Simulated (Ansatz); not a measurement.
# CHSi+ (quintet): wave-function methods side by side, cc-pVTZ

How much of the correlation energy of CHSi+ (quintet) does each wave-function method recover here?

Computed with Ansatz 0.2.0, Gaussian basis. Level: cc-pVTZ, core rule «outside noble gas», up to 6 orbitals frozen.

To be run: UHF; CCSD(T) on ROHF; CCSD(T) on UHF; BCCD(T) on ROHF; CCSDT(Q) on ROHF; CCSDT(Q) on UHF; CASSCF and MRCISD+Q, 8 electrons in 9 orbitals; CASSCF and NEVPT2, 8 electrons in 9 orbitals.

5 further runs of the same task are left out: 5 set aside as unsound or not needed.

## 1. What is computed

The geometry is a PBE0/def2-TZVP stationary point (not a proven minimum) of the parent state, kept for this charge and spin.

3 atoms, charge 1, spin multiplicity 5.

Atoms are counted from 1 here; the program's logs count them from 0.

Bond lengths: Si1–C2 1.840 Å, Si1–H3 1.533 Å. Angles: C2–Si1–H3 97.9°.

## 2. UHF

Contents of in.yaml:

```yaml
crystal:
  periodic: [false, false, false]
  atoms:
    - {symbol: Si, position_ang: [0.000000, -0.083231, 0.527232]}
    - {symbol: C, position_ang: [0.000000, 0.076222, -1.305753]}
    - {symbol: H, position_ang: [0.000000, 1.410897, 0.868536]}
basis:
  gaussian: {orbitals: cc-pVTZ}
total_charge: 1
magnetization: {spin_polarized: true, initial_magnetization: 4}
hamiltonian: {xc: hf}
output: {orbitals: {seedname: orbitals}}
```

Command:

```
$ ansatz run in.yaml --threads 1 --pin off --events-out ev --progress --plain --max-ram 3968MiB --backend cpu
```

The runs that follow: CCSD(T) on ROHF; CCSD(T) on UHF; BCCD(T) on ROHF; CCSDT(Q) on ROHF; CCSDT(Q) on UHF; CASSCF and MRCISD+Q, 8 electrons in 9 orbitals; CASSCF and NEVPT2, 8 electrons in 9 orbitals.

Q: Predict the results of all the runs planned. Wanted: UCCSDT(Q) below the RHF energy; RMP2 from UCCSDT(Q); UMP2 from UCCSDT(Q); RCCSD from UCCSDT(Q); RCCSD(T) from UCCSDT(Q); UCCSD(T) from UCCSDT(Q); RCCSDT(Q) from UCCSDT(Q); NEVPT2 valence from UCCSDT(Q); MRCISD+Q valence from UCCSDT(Q).

As calculated:

```
                         quantity                      value
   UCCSDT(Q) below the RHF energy                 -4.8362 eV
              RMP2 from UCCSDT(Q)            +24.61 kcal/mol
              UMP2 from UCCSDT(Q)            +24.47 kcal/mol
             RCCSD from UCCSDT(Q)             +5.56 kcal/mol
          RCCSD(T) from UCCSDT(Q)             +1.26 kcal/mol
          UCCSD(T) from UCCSDT(Q)             +1.19 kcal/mol
         RCCSDT(Q) from UCCSDT(Q)             +0.08 kcal/mol
    NEVPT2 valence from UCCSDT(Q)            +19.17 kcal/mol
  MRCISD+Q valence from UCCSDT(Q)             +1.71 kcal/mol
levels within 1 kcal/mol (43 meV)  RCCSDT, UCCSDT, RCCSDT(Q)
                    T1 diagnostic                      0.042
   effectively unpaired electrons                       4.02
```

RCCSD(T) lands +1.26 kcal/mol from the yardstick (1.1 % of the correlation energy). The occupations are near whole numbers, but T1 = 0.042 shows that the orbitals relax strongly. Of the multireference levels listed MRCISD+Q valence comes nearest in total energy (+1.71 kcal/mol), which doesn't show that its space is the better one. These misses are within one basis, not against nature; the frozen cores of restricted and unrestricted runs differ, which can shift their rows.
